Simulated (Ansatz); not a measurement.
**CH, doublet: from triple and quadruple zeta to the limit**

```yaml
atoms:
  - { symbol: C, position_ang: [0.0000, 0.0000, 0.0000] }
  - { symbol: H, position_ang: [0.0000, 0.0000, 1.1225] }
```

Ansatz 0.2.0, UHF determinant, valence electrons correlated. Energies in eV.

```json
{"set": "def2-TZVPP", "X": "3", "functions": "45", "Hartree–Fock": "-1041.8112", "MP2 correlation": "-2.5101", "CCSD(T) correlation": "-3.3942", "time": "21 s on 1 × NVIDIA H100 80GB HBM3 with 1 thread of AMD EPYC 7R13 Processor (Zen 3) (shared host)"}
{"set": "def2-QZVPP", "X": "4", "functions": "87", "Hartree–Fock": "-1041.8570", "MP2 correlation": "-2.7072", "CCSD(T) correlation": "-3.5641", "time": "19 s on 1 × NVIDIA H100 80GB HBM3 with 1 thread of AMD EPYC 7R13 Processor (Zen 3) (shared host)"}
```

Hartree–Fock is taken to follow E(X) = E∞ + A·exp(−7.88·√X), correlation E(X) = E∞ + B·X^−2.97.

Cautions: ⟨S²⟩ of the determinant is 1.10 against 0.75, spin contaminated.

Work out the CCSD(T) energy at the limit, and how far the shortcut misses it that extrapolates MP2 and adds CCSD(T) minus MP2 from the smaller set.

Hartree–Fock: E∞ = E4 + 0.1377·(E4 − E3) = -1041.8633. Correlation: E∞ = E4 + 0.7407·(E4 − E3) = -3.6899 for CCSD(T) and -2.8531 for MP2. The limit is -1045.5532 eV, 0.132 eV below def2-QZVPP. The shortcut gives a correlation energy of -2.8531 + (-0.8841) = -3.7373, 47 meV lower than the direct value.
